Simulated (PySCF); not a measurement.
A geometry optimisation, step by step.

Compound: nitryl fluoride, FNO2.
Bonds: O1–N2 (double), N2–O3, N2–F4.
Bond orders are those of one Lewis drawing.

Method: PBE0-D3(BJ)/def2-SVP geometry optimisation, gas phase (PySCF 2.14.0); density fitting, grid level 1; the optimiser is geomeTRIC in internal coordinates, started from a GFN2-xTB structure with every atom displaced at random (about 0.01 Å). The frame can shift and turn from step to step; on so coarse a grid that alone can change the energy by a few meV, and forces under 0.02 eV/Å are noise.

Step 0: E = -8281.5646 eV, largest atomic force 5.655 eV/Å
```
atom  x, y, z in Å  |  force x, y, z in eV/Å
O1     -0.346    1.079    0.700   -2.234   4.992   1.438
N2      0.109    0.093    0.435   -1.525  -3.550  -3.023
O3      1.033   -0.517    0.664    3.595  -1.958   1.167
F4     -0.758   -0.680   -0.543    0.163   0.516   0.417
```

Step 1: E = -8281.4153 eV, largest atomic force 4.833 eV/Å
```
atom  x, y, z in Å  |  force x, y, z in eV/Å
O1     -0.223    1.184    0.337   -0.788  -0.097  -1.710
N2      0.080    0.049    0.180    1.296   1.693   4.337
O3      1.145   -0.441    0.304    0.039  -1.014  -1.675
F4     -0.973   -0.828    0.433   -0.547  -0.583  -0.951
```

Step 2: E = -8281.6464 eV, largest atomic force 2.876 eV/Å
```
atom  x, y, z in Å  |  force x, y, z in eV/Å
O1     -0.269    1.192    0.322    0.898  -0.402  -1.159
N2      0.109    0.074    0.223   -0.085   0.414   2.845
O3      1.144   -0.488    0.288   -0.050   0.742  -1.090
F4     -0.955   -0.813    0.421   -0.764  -0.754  -0.596
```

Step 3: E = -8281.7979 eV, largest atomic force 1.655 eV/Å
```
atom  x, y, z in Å  |  force x, y, z in eV/Å
O1     -0.231    1.197    0.301   -0.351  -0.598  -0.444
N2      0.095    0.063    0.270    0.694   0.951   1.163
O3      1.152   -0.452    0.268   -0.398  -0.373  -0.434
F4     -0.986   -0.843    0.415    0.054   0.020  -0.286
```

Step 4: E = -8281.8276 eV, largest atomic force 0.872 eV/Å
```
atom  x, y, z in Å  |  force x, y, z in eV/Å
O1     -0.233    1.195    0.293   -0.370  -0.185  -0.184
N2      0.098    0.067    0.289    0.462   0.541   0.503
O3      1.149   -0.454    0.262   -0.115  -0.379  -0.191
F4     -0.985   -0.843    0.411    0.023   0.022  -0.129
```

Step 5: E = -8281.8408 eV, largest atomic force 0.190 eV/Å
```
atom  x, y, z in Å  |  force x, y, z in eV/Å
O1     -0.243    1.193    0.289   -0.064   0.117  -0.067
N2      0.107    0.076    0.299    0.031  -0.057   0.179
O3      1.147   -0.464    0.258    0.061  -0.042  -0.074
F4     -0.981   -0.840    0.409   -0.028  -0.018  -0.037
```

Step 6: E = -8281.8415 eV, largest atomic force 0.091 eV/Å
```
atom  x, y, z in Å  |  force x, y, z in eV/Å
O1     -0.244    1.193    0.287   -0.042   0.081  -0.005
N2      0.108    0.076    0.304    0.017  -0.046   0.018
O3      1.147   -0.464    0.256    0.016  -0.028  -0.011
F4     -0.982   -0.840    0.408    0.009  -0.006  -0.001
```

Step 7: E = -8281.8415 eV, largest atomic force 0.031 eV/Å
```
atom  x, y, z in Å  |  force x, y, z in eV/Å
O1     -0.244    1.194    0.286   -0.014   0.023   0.002
N2      0.108    0.076    0.304    0.005  -0.031   0.000
O3      1.147   -0.465    0.256    0.004   0.003  -0.005
F4     -0.982   -0.841    0.408    0.005   0.004   0.003
```

Step 8: E = -8281.8415 eV, largest atomic force under 0.02 eV/Å
```
atom  x, y, z in Å  |  force x, y, z in eV/Å
O1     -0.244    1.194    0.286   -0.003   0.003   0.002
N2      0.108    0.076    0.304    0.001  -0.006  -0.002
O3      1.147   -0.465    0.256   -0.003   0.005  -0.004
F4     -0.982   -0.840    0.408    0.005  -0.002   0.003
```

**Question.** Summarise the path.

**Answer.** The energy falls by 0.2769 eV from step 0 to step 8; nine tenths of that is first reached at step 4. It rises by more than 0.2 meV at step 1. The largest force goes from 5.655 to under 0.02 eV/Å. Among the bonds N2–F4 changes most, from 1.519 to 1.428 Å; the atoms move by 0.040 Å rms after alignment.

What follows is the cost of the whole optimisation. The run took 5.1 s on one thread, Arm Neoverse V2 (aarch64) (shared host), and the process peaked at 0.28 GiB of memory.
